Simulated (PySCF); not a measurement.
**`[O-]/C=C/Cl`, [C2H2ClO]-, charge -1**

Geometry (Å), atoms numbered from 1 in this order:
```xyz
6

O    -1.1762    0.3733   -0.2048
C    -0.0772   -0.2250   -0.3146
C     1.1831    0.3180   -0.3700
Cl    2.6078   -0.7185   -0.5272
H    -0.0703   -1.3444   -0.3795
H     1.4175    1.3721   -0.3252
```

Total charge -1.

The calculation used PySCF 2.14.0, quadratic response CAM-B3LYP/aug-cc-pVTZ first hyperpolarisability, Taylor convention, gas phase. Geometry: PBE0-D3(BJ)/def2-TZVP.

For a gas-phase anion, states above the detachment energy (about 1.4 eV, taken as minus the energy of the highest occupied orbital) lie in the continuum and depend on the basis.

Task: Give the tensor of the static β(0;0,0) in the axes of these coordinates.

Result: In au, Taylor convention; rows are the first index (the induced dipole):
|  | xx | yy | zz | xy | xz | yz |
| --- | --- | --- | --- | --- | --- | --- |
| x | -51.2 | -79.8 | -100.3 | +62.9 | -6.7 | -9.1 |
| y | +62.9 | +25.1 | -86.7 | -79.8 | -9.1 | +17.1 |
| z | -6.7 | +17.1 | +5.7 | -9.1 | -100.3 | -86.7 |

Norm of βᵢ = ⅓ Σⱼ (βᵢⱼⱼ + βⱼᵢⱼ + βⱼⱼᵢ): 231.8 au, hyper-Rayleigh value 111.9 au.
